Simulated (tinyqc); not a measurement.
RKS/B3LYP (VWN-RPA form) in the sto-6g basis, for H2O, spin multiplicity 1, step by step (part 1 of 2). Computed by tinyqc, a small Python program that keeps every step (integrals from PySCF). Settings: charge = 0, multiplicity = 1, basis = sto-6g, energy threshold = 1e-09, iteration cap = 73, orthogonalisation = symmetric, start = atomic densities, DIIS depth = 0, method = RKS, functional = b3lyp, grid = [10, 86]. Command: `OMP_NUM_THREADS=1 python tinyqc.py 30472 30473 out.jsonl` (the two numbers bound the seeds that draw the settings). One thread of a shared host (Intel(R) Xeon(R) Processor @ 2.60GHz), about 1 s of CPU time with the checks. Later iterations appear only in the table of the cycle.

## One-electron integrals

Geometry (angstrom):

| atom | x | y | z |
|---|---|---|---|
| O | 0.000000 | 0.000000 | 0.000000 |
| H | 0.000000 | 0.802000 | 0.749000 |
| H | 0.000000 | -0.782000 | 0.730000 |

Basis sto-6g: exponents (1/bohr^2) and contraction coefficients of normalised primitives:

| element | l (shell) | exponent | coefficient |
|---|---|---|---|
| O | s (1) | 1355.584234 | 0.009164 |
| O | s (1) | 248.544885 | 0.049361 |
| O | s (1) | 69.533902 | 0.168538 |
| O | s (1) | 23.886772 | 0.370563 |
| O | s (1) | 9.275933 | 0.416492 |
| O | s (1) | 3.820341 | 0.130334 |
| O | s (2) | 52.187762 | -0.013253 |
| O | s (2) | 10.329320 | -0.046992 |
| O | s (2) | 3.210345 | -0.033785 |
| O | s (2) | 1.235135 | 0.250242 |
| O | s (2) | 0.536420 | 0.595117 |
| O | s (2) | 0.245881 | 0.240706 |
| O | p (3) | 52.187762 | 0.003760 |
| O | p (3) | 10.329320 | 0.037679 |
| O | p (3) | 3.210345 | 0.173897 |
| O | p (3) | 1.235135 | 0.418036 |
| O | p (3) | 0.536420 | 0.425860 |
| O | p (3) | 0.245881 | 0.101708 |
| H | s (1) | 35.523221 | 0.009164 |
| H | s (1) | 6.513144 | 0.049361 |
| H | s (1) | 1.822143 | 0.168538 |
| H | s (1) | 0.625955 | 0.370563 |
| H | s (1) | 0.243077 | 0.416492 |
| H | s (1) | 0.100112 | 0.130334 |

Overlap, kinetic and nuclear-attraction integrals over the contracted functions; the nuclear repulsion is the sum of Za Zb / Rab.

nuclear repulsion = 8.14915098 hartree

overlap S, lower triangle:
```
           1O 1s     1O 2s    1O 2px     1O 2py    1O 2pz     2H 1s     3H 1s
1O 1s   1.000000
1O 2s   0.231145  1.000000
1O 2px  0.000000  0.000000  1.000000
1O 2py  0.000000  0.000000  0.000000   1.000000
1O 2pz  0.000000  0.000000  0.000000   0.000000  1.000000
2H 1s   0.040151  0.389908  0.000000   0.249285  0.232811  1.000000
3H 1s   0.042789  0.406192  0.000000  -0.256994  0.239905  0.227314  1.000000
```

kinetic energy T (hartree), lower triangle:
```
            1O 1s     1O 2s    1O 2px     1O 2py    1O 2pz     2H 1s     3H 1s
1O 1s   29.327197
1O 2s   -0.896024  0.842618
1O 2px   0.000000  0.000000  2.531309
1O 2py   0.000000  0.000000  0.000000   2.531309
1O 2pz   0.000000  0.000000  0.000000   0.000000  2.531309
2H 1s   -0.005803  0.070441  0.000000   0.136738  0.127702  0.768522
3H 1s   -0.005395  0.080176  0.000000  -0.148967  0.139062  0.002275  0.768522
```

nuclear attraction V (hartree), lower triangle:
```
             1O 1s      1O 2s     1O 2px      1O 2py     1O 2pz      2H 1s      3H 1s
1O 1s   -62.235203
1O 2s    -6.377084  -9.971197
1O 2px    0.000000   0.000000  -9.908233
1O 2py    0.000479   0.004933   0.000000  -10.008495
1O 2pz   -0.017502  -0.201611   0.000000    0.002954  -9.995641
2H 1s    -1.266295  -3.004256   0.000000   -1.695407  -1.645311  -5.350017
3H 1s    -1.350367  -3.155498   0.000000    1.767854  -1.713002  -1.324565  -5.437733
```

core Hamiltonian H = T + V (hartree), lower triangle:
```
             1O 1s      1O 2s     1O 2px     1O 2py     1O 2pz      2H 1s      3H 1s
1O 1s   -32.908005
1O 2s    -7.273108  -9.128579
1O 2px    0.000000   0.000000  -7.376924
1O 2py    0.000479   0.004933   0.000000  -7.477186
1O 2pz   -0.017502  -0.201611   0.000000   0.002954  -7.464333
2H 1s    -1.272098  -2.933815   0.000000  -1.558669  -1.517609  -4.581495
3H 1s    -1.355762  -3.075323   0.000000   1.618887  -1.573941  -1.322290  -4.669211
```

## Two-electron integrals

Functions are numbered as in S; the eight-fold symmetry (ij|kl) = (ji|kl) = (kl|ij) leaves the list below.

Two-electron integrals (ij|kl) in chemists' order, unique and non-zero (hartree):
```
(11|11) 4.787491    (21|11) 0.675884    (21|21) 0.121505    (22|11) 1.117379
(22|21) 0.249212    (22|22) 0.817383    (31|31) 0.025762    (32|31) 0.039145
(32|32) 0.180664    (33|11) 1.117381    (33|21) 0.249212    (33|22) 0.817382
(33|33) 0.880663    (41|41) 0.025762    (42|41) 0.039145    (42|42) 0.180664
(43|43) 0.047461    (44|11) 1.117381    (44|21) 0.249212    (44|22) 0.817382
(44|33) 0.785741    (44|44) 0.880663    (51|51) 0.025762    (52|51) 0.039145
(52|52) 0.180664    (53|53) 0.047461    (54|54) 0.047461    (55|11) 1.117381
(55|21) 0.249212    (55|22) 0.817382    (55|33) 0.785741    (55|44) 0.785741
(55|55) 0.880663    (61|11) 0.125026    (61|21) 0.021551    (61|22) 0.043263
(61|33) 0.043171    (61|41) 0.000772    (61|42) 0.001512    (61|44) 0.043319
(61|51) 0.000721    (61|52) 0.001412    (61|54) 0.000138    (61|55) 0.043300
(61|61) 0.003896    (62|11) 0.315367    (62|21) 0.071378    (62|22) 0.260654
(62|33) 0.256248    (62|41) 0.004189    (62|42) 0.031426    (62|44) 0.263307
(62|51) 0.003912    (62|52) 0.029349    (62|54) 0.006592    (62|55) 0.262405
(62|61) 0.012740    (62|62) 0.105165    (63|31) 0.007778    (63|32) 0.044287
(63|43) 0.006425    (63|53) 0.006000    (63|63) 0.014546    (64|11) 0.170441
(64|21) 0.039110    (64|22) 0.152301    (64|33) 0.145529    (64|41) 0.009764
(64|42) 0.061445    (64|44) 0.162366    (64|51) 0.001855    (64|52) 0.016024
(64|54) 0.009724    (64|55) 0.149007    (64|61) 0.007286    (64|62) 0.074692
(64|64) 0.066970    (65|11) 0.159178    (65|21) 0.036526    (65|22) 0.142236
(65|33) 0.135912    (65|41) 0.001855    (65|42) 0.016024    (65|44) 0.139636
(65|51) 0.009510    (65|52) 0.059252    (65|54) 0.009903    (65|55) 0.151160
(65|61) 0.006804    (65|62) 0.069756    (65|64) 0.048960    (65|65) 0.060270
(66|11) 0.471779    (66|21) 0.108764    (66|22) 0.455403    (66|33) 0.437624
(66|41) 0.007961    (66|42) 0.082597    (66|44) 0.466112    (66|51) 0.007435
(66|52) 0.077139    (66|54) 0.026606    (66|55) 0.462471    (66|61) 0.019590
(66|62) 0.237372    (66|64) 0.192229    (66|65) 0.179526    (66|66) 0.774999
(71|11) 0.133308    (71|21) 0.022975    (71|22) 0.046111    (71|33) 0.046012
(71|41) -0.000823   (71|42) -0.001610   (71|44) 0.046170    (71|51) 0.000768
(71|52) 0.001503    (71|54) -0.000148   (71|55) 0.046150    (71|61) 0.004100
(71|62) 0.013179    (71|64) 0.006885    (71|65) 0.007041    (71|66) 0.020065
(71|71) 0.004428    (72|11) 0.331394    (72|21) 0.074982    (72|22) 0.273220
(72|33) 0.268632    (72|41) -0.004397   (72|42) -0.032778   (72|44) 0.275987
(72|51) 0.004105    (72|52) 0.030599    (72|54) -0.006866   (72|55) 0.275042
(72|61) 0.012990    (72|62) 0.090181    (72|64) 0.044206    (72|65) 0.058216
(72|66) 0.167045    (72|71) 0.014263    (72|72) 0.114782    (73|31) 0.008233
(73|32) 0.046670    (73|43) -0.006725   (73|53) 0.006278    (73|63) 0.012170
(73|73) 0.016015    (74|11) -0.177486   (74|21) -0.040720   (74|22) -0.158241
(74|33) -0.151168   (74|41) 0.010309    (74|42) 0.064483    (74|44) -0.168768
(74|51) -0.001938   (74|52) -0.016628   (74|54) 0.010153    (74|55) -0.154785
(74|61) -0.006720   (74|62) -0.043646   (74|64) -0.009699   (74|65) -0.027586
(74|66) -0.072158   (74|71) -0.008090   (74|72) -0.080817   (74|74) 0.072268
(75|11) 0.165684    (75|21) 0.038012    (75|22) 0.147718    (75|33) 0.141116
(75|41) -0.001938   (75|42) -0.016628   (75|44) 0.144991    (75|51) 0.010043
(75|52) 0.062193    (75|54) -0.010342   (75|55) 0.157048    (75|61) 0.006881
(75|62) 0.057851    (75|64) 0.027724    (75|65) 0.048901    (75|66) 0.117259
(75|71) 0.007552    (75|72) 0.075443    (75|74) -0.052512   (75|75) 0.065036
(76|11) 0.129478    (76|21) 0.029650    (76|22) 0.118378    (76|33) 0.115357
(76|41) 0.000014    (76|42) 0.000160    (76|44) 0.117260    (76|51) 0.002470
(76|52) 0.022397    (76|54) 0.000045    (76|55) 0.122518    (76|61) 0.005252
(76|62) 0.048980    (76|64) 0.030105    (76|65) 0.036493    (76|66) 0.118781
(76|71) 0.005596    (76|72) 0.050913    (76|74) -0.030845   (76|75) 0.037648
(76|76) 0.028738    (77|11) 0.482690    (77|21) 0.111248    (77|22) 0.464371
(77|33) 0.446064    (77|41) -0.008267   (77|42) -0.084854   (77|44) 0.475410
(77|51) 0.007718    (77|52) 0.079212    (77|54) -0.027395   (77|55) 0.471637
(77|61) 0.019256    (77|62) 0.162494    (77|64) 0.070991    (77|65) 0.114889
(77|66) 0.329076    (77|71) 0.021365    (77|72) 0.250092    (77|74) -0.200882
(77|75) 0.187524    (77|76) 0.118781    (77|77) 0.774999
```

## Orthogonalisation

S = U s U^T; symmetric (Loewdin) form X = U s^(-1/2) U^T, so that X^T S X = 1.

eigenvalues of S: 0.423463  0.511719  0.880495  1.000000  1.106372  1.261834  1.816117

X, lower triangle:
```
            1O 1s      1O 2s    1O 2px     1O 2py     1O 2pz      2H 1s     3H 1s
1O 1s    1.022377
1O 2s   -0.133104   1.163605
1O 2px   0.000000   0.000000  1.000000
1O 2py   0.000317  -0.004545  0.000000   1.067752
1O 2pz  -0.007821   0.083028  0.000000  -0.002312   1.048297
2H 1s    0.017000  -0.219090  0.000000  -0.168093  -0.128741   1.134422
3H 1s    0.017680  -0.234580  0.000000   0.175132  -0.136090  -0.081295  1.146865
```

## Starting guess

The start is atomic minimal-basis densities projected into this basis (PySCF's MINAO start) and scaled to the electron count of each spin; this density is not idempotent, so its energy is not variational and may lie below the converged one.

D at the start, lower triangle:
```
            1O 1s      1O 2s    1O 2px     1O 2py    1O 2pz     2H 1s     3H 1s
1O 1s    2.138321
1O 2s   -0.482037   2.095304
1O 2px   0.000000   0.000000  1.307634
1O 2py  -0.000327   0.002307  0.000000   1.193043
1O 2pz   0.014711  -0.083692  0.000000   0.001640  1.226482
2H 1s   -0.012534   0.044432  0.000000   0.113665  0.069692  0.990476
3H 1s   -0.012769   0.044034  0.000000  -0.112805  0.068964  0.070111  0.991194
```

## Iteration 1: exchange-correlation on the grid

Becke grid with 10 radial and 86 angular points per atom, points of zero weight dropped. rho = sum D_ij phi_i phi_j; V_xc,ij = sum w v_xc phi_i phi_j plus the gradient terms; v_xc is d(rho eps)/d rho at fixed gradient. Exact exchange is left to K.

The 16 grid points with the largest w rho, of 2578 (bohr, atomic units):

| x | y | z | w | rho | \|grad rho\|^2 | eps_xc | v_xc |
|---|---|---|---|---|---|---|---|
| -1.104167 | 0.000000 | -0.445609 | 0.134749 | 0.250537 | 0.490356 | -0.449843 | -0.528241 |
| 1.104167 | 0.000000 | -0.445609 | 0.134749 | 0.250537 | 0.490356 | -0.449843 | -0.528241 |
| 0.826763 | -0.225117 | -0.826763 | 0.135486 | 0.249121 | 0.486669 | -0.449220 | -0.527255 |
| -0.826763 | -0.225117 | -0.826763 | 0.135486 | 0.249121 | 0.486669 | -0.449220 | -0.527255 |
| -0.826763 | 0.225117 | -0.826763 | 0.135486 | 0.249068 | 0.486547 | -0.449197 | -0.527218 |
| 0.826763 | 0.225117 | -0.826763 | 0.135486 | 0.249068 | 0.486547 | -0.449197 | -0.527218 |
| 0.687448 | -0.687448 | -0.687448 | 0.136136 | 0.247285 | 0.474962 | -0.448063 | -0.526097 |
| -0.687448 | -0.687448 | -0.687448 | 0.136136 | 0.247285 | 0.474962 | -0.448063 | -0.526097 |
| -0.687448 | 0.687448 | -0.687448 | 0.136156 | 0.247098 | 0.474681 | -0.447991 | -0.525963 |
| 0.687448 | 0.687448 | -0.687448 | 0.136156 | 0.247098 | 0.474681 | -0.447991 | -0.525963 |
| 1.104167 | 0.000000 | 0.445609 | 0.133914 | 0.251205 | 0.470109 | -0.449067 | -0.529109 |
| -1.104167 | 0.000000 | 0.445609 | 0.133914 | 0.251205 | 0.470109 | -0.449067 | -0.529109 |
| 1.104167 | 0.445609 | 0.000000 | 0.134066 | 0.250700 | 0.478760 | -0.449330 | -0.528572 |
| -1.104167 | 0.445609 | 0.000000 | 0.134066 | 0.250700 | 0.478760 | -0.449330 | -0.528572 |
| -1.104167 | -0.445609 | 0.000000 | 0.133928 | 0.250891 | 0.478583 | -0.449381 | -0.528717 |
| 1.104167 | -0.445609 | 0.000000 | 0.133928 | 0.250891 | 0.478583 | -0.449381 | -0.528717 |

electrons on the grid, sum of w rho = 10.007042

E_xc = sum of w rho eps_xc = -7.58956353 hartree

V_xc (hartree), lower triangle:
```
            1O 1s      1O 2s     1O 2px     1O 2py     1O 2pz      2H 1s      3H 1s
1O 1s   -2.519939
1O 2s   -0.303627  -0.637249
1O 2px   0.000000   0.000000  -0.630950
1O 2py  -0.000003   0.000430   0.000000  -0.639995
1O 2pz   0.000354  -0.010040   0.000000   0.000417  -0.638965
2H 1s   -0.058624  -0.201038   0.000000  -0.119525  -0.115842  -0.399869
3H 1s   -0.062510  -0.211194   0.000000   0.124817  -0.120693  -0.088896  -0.403857
```

## Iteration 1: building the Kohn-Sham matrix

J_ij = sum D_kl (ij|kl), K_ij = sum D_kl (ik|jl); F = H + J - 0.1 K + V_xc; E = tr D H + tr D J / 2 - 0.05 tr D K + E_xc + E_nn.

Coulomb J (hartree), lower triangle:
```
            1O 1s      1O 2s    1O 2px     1O 2py    1O 2pz     2H 1s     3H 1s
1O 1s   17.229877
1O 2s    3.041533   7.991666
1O 2px   0.000000   0.000000  7.955963
1O 2py  -0.000272  -0.002196  0.000000   8.012777
1O 2pz   0.013807   0.158430  0.000000  -0.000784  8.006257
2H 1s    0.544620   2.582311  0.000000   1.513532  1.463650  4.787919
3H 1s    0.580597   2.706236  0.000000  -1.572766  1.519704  1.205710  4.862858
```

exchange K (hartree), lower triangle:
```
            1O 1s      1O 2s    1O 2px     1O 2py    1O 2pz     2H 1s     3H 1s
1O 1s    9.942988
1O 2s    1.548495   2.702537
1O 2px   0.000000   0.000000  1.706623
1O 2py  -0.000770  -0.005628  0.000000   1.791814
1O 2pz   0.015198   0.138047  0.000000  -0.003055  1.783277
2H 1s    0.315943   1.088936  0.000000   0.491792  0.528868  1.282769
3H 1s    0.336035   1.136649  0.000000  -0.512226  0.545902  0.530680  1.318781
```

Kohn-Sham matrix F (hartree), lower triangle:
```
             1O 1s      1O 2s     1O 2px     1O 2py     1O 2pz      2H 1s      3H 1s
1O 1s   -19.192366
1O 2s    -4.690051  -2.044415
1O 2px    0.000000   0.000000  -0.222573
1O 2py    0.000282   0.003730   0.000000  -0.283586
1O 2pz   -0.004861  -0.067025   0.000000   0.002892  -0.275369
2H 1s    -0.817696  -0.661435   0.000000  -0.213840  -0.222688  -0.321721
3H 1s    -0.871279  -0.693946   0.000000   0.222160  -0.229520  -0.258543  -0.342088
```

total energy of this density = -76.48769622 hartree

This density is the starting one; it is not idempotent, so its energy is not variational and may lie below the converged one.

## Iteration 1: diagonalisation and new density

Diagonalise F' = X^T F X, C = X C', fill 5 alpha and 5 beta electrons from the bottom; D = 2 C_occ C_occ^T. Each column has its largest component positive (the first on a tie).

F' = X^T F X (hartree), lower triangle:
```
            1          2          3          4          5          6          7
1  -18.874651
2   -2.402180  -1.099878
3    0.000000   0.000000  -0.222573
4    0.000410  -0.002262   0.000000  -0.167814
5   -0.023256   0.050286   0.000000  -0.000684  -0.192190
6   -0.119658  -0.299039   0.000000  -0.225746  -0.180366  -0.030479
7   -0.133814  -0.318647   0.000000   0.234209  -0.189258  -0.084595  -0.024730
```

orbital energies (hartree): MO1 -19.196499, MO2 -0.980349, MO3 -0.399552, MO4 -0.342400, MO5 -0.222573, MO6 0.237746, MO7 0.291312

coefficients C:
```
              MO1        MO2        MO3        MO4       MO5        MO6        MO7
1O 1s    0.996113  -0.233056  -0.005286   0.077231  0.000000   0.102366   0.024670
1O 2s    0.017631   0.907771   0.028978  -0.416146  0.000000  -0.674204  -0.169441
1O 2px   0.000000   0.000000   0.000000   0.000000  1.000000   0.000000   0.000000
1O 2py  -0.000100  -0.004906   0.728203   0.030194  0.000000  -0.172974   0.798693
1O 2pz   0.001966   0.082817  -0.031801   0.787104  0.000000  -0.698359  -0.160846
2H 1s   -0.003504   0.115598   0.352395   0.292615  0.000000   0.882512  -0.620188
3H 1s   -0.003726   0.123290  -0.369981   0.261431  0.000000   0.548433   0.951427
```

D after iteration 1, lower triangle:
```
            1O 1s      1O 2s    1O 2px     1O 2py    1O 2pz      2H 1s     3H 1s
1O 1s    2.105096
1O 2s   -0.452583   1.996751
1O 2px   0.000000   0.000000  2.000000
1O 2py  -0.000946   0.008161  0.000000   1.062432
1O 2pz   0.087229  -0.506516  0.000000   0.000404  1.254812
2H 1s   -0.019390  -0.013370  0.000000   0.529767  0.457358   0.446361
3H 1s   -0.020597  -0.015323  0.000000  -0.524264  0.455485  -0.079230  0.440893
```

## Iteration 2: exchange-correlation on the grid

As before.

The 16 grid points with the largest w rho, of 2578 (bohr, atomic units):

| x | y | z | w | rho | \|grad rho\|^2 | eps_xc | v_xc |
|---|---|---|---|---|---|---|---|
| -1.104167 | 0.000000 | -0.445609 | 0.134749 | 0.333428 | 0.881311 | -0.487877 | -0.578664 |
| 1.104167 | 0.000000 | -0.445609 | 0.134749 | 0.333428 | 0.881311 | -0.487877 | -0.578664 |
| 0.826763 | 0.225117 | -0.826763 | 0.135486 | 0.318068 | 0.805315 | -0.481518 | -0.569928 |
| -0.826763 | 0.225117 | -0.826763 | 0.135486 | 0.318068 | 0.805315 | -0.481518 | -0.569928 |
| 0.826763 | -0.225117 | -0.826763 | 0.135486 | 0.317756 | 0.803785 | -0.481386 | -0.569748 |
| -0.826763 | -0.225117 | -0.826763 | 0.135486 | 0.317756 | 0.803785 | -0.481386 | -0.569748 |
| -1.190694 | 0.000000 | 0.000000 | 0.131598 | 0.327095 | 0.839726 | -0.485005 | -0.575219 |
| 1.190694 | 0.000000 | 0.000000 | 0.131598 | 0.327095 | 0.839726 | -0.485005 | -0.575219 |
| -1.104167 | 0.445609 | 0.000000 | 0.134066 | 0.315736 | 0.771664 | -0.479861 | -0.568877 |
| 1.104167 | 0.445609 | 0.000000 | 0.134066 | 0.315736 | 0.771664 | -0.479861 | -0.568877 |
| 1.104167 | -0.445609 | 0.000000 | 0.133928 | 0.315509 | 0.769650 | -0.479736 | -0.568758 |
| -1.104167 | -0.445609 | 0.000000 | 0.133928 | 0.315509 | 0.769650 | -0.479736 | -0.568758 |
| 0.445609 | 0.000000 | -1.104167 | 0.134755 | 0.302399 | 0.727497 | -0.474695 | -0.560781 |
| -0.445609 | 0.000000 | -1.104167 | 0.134755 | 0.302399 | 0.727497 | -0.474695 | -0.560781 |
| -1.015089 | 0.440084 | -0.440084 | 0.126674 | 0.320411 | 0.811974 | -0.482364 | -0.571339 |
| 1.015089 | 0.440084 | -0.440084 | 0.126674 | 0.320411 | 0.811974 | -0.482364 | -0.571339 |

electrons on the grid, sum of w rho = 10.009771

E_xc = sum of w rho eps_xc = -7.72189536 hartree

V_xc (hartree), lower triangle:
```
            1O 1s      1O 2s     1O 2px     1O 2py     1O 2pz      2H 1s      3H 1s
1O 1s   -2.513995
1O 2s   -0.305514  -0.654053
1O 2px   0.000000   0.000000  -0.664249
1O 2py  -0.000024   0.000162   0.000000  -0.646057
1O 2pz   0.002523   0.004961   0.000000   0.000469  -0.649986
2H 1s   -0.058762  -0.200538   0.000000  -0.116967  -0.110175  -0.364287
3H 1s   -0.062656  -0.210637   0.000000   0.121966  -0.114736  -0.085221  -0.369119
```

## Iteration 2: building the Kohn-Sham matrix

As before.

Coulomb J (hartree), lower triangle:
```
            1O 1s      1O 2s    1O 2px     1O 2py    1O 2pz     2H 1s     3H 1s
1O 1s   17.558653
1O 2s    3.125428   8.249853
1O 2px   0.000000   0.000000  8.261443
1O 2py  -0.000010  -0.000521  0.000000   8.240605
1O 2pz  -0.007275   0.033045  0.000000  -0.000843  8.247508
2H 1s    0.558089   2.617336  0.000000   1.522702  1.439067  4.688807
3H 1s    0.594930   2.743384  0.000000  -1.581827  1.494169  1.198322  4.769276
```

exchange K (hartree), lower triangle:
```
            1O 1s      1O 2s    1O 2px     1O 2py    1O 2pz     2H 1s     3H 1s
1O 1s    9.814639
1O 2s    1.532556   2.626727
1O 2px   0.000000   0.000000  2.284281
1O 2py  -0.000125  -0.000714  0.000000   1.895667
1O 2pz   0.003177  -0.106833  0.000000  -0.005629  1.976179
2H 1s    0.295008   0.921350  0.000000   0.572930  0.535172  1.014816
3H 1s    0.313904   0.961700  0.000000  -0.585694  0.547499  0.361034  1.048355
```

Kohn-Sham matrix F (hartree), lower triangle:
```
             1O 1s      1O 2s     1O 2px     1O 2py     1O 2pz      2H 1s      3H 1s
1O 1s   -18.844811
1O 2s    -4.606451  -1.795451
1O 2px    0.000000   0.000000  -0.008158
1O 2py    0.000457   0.004645   0.000000  -0.072205
1O 2pz   -0.022572  -0.152921   0.000000   0.003143  -0.064429
2H 1s    -0.802272  -0.609152   0.000000  -0.210226  -0.242233  -0.358457
3H 1s    -0.854879  -0.638746   0.000000   0.217595  -0.249258  -0.245292  -0.373890
```

total energy of this density = -75.99846036 hartree
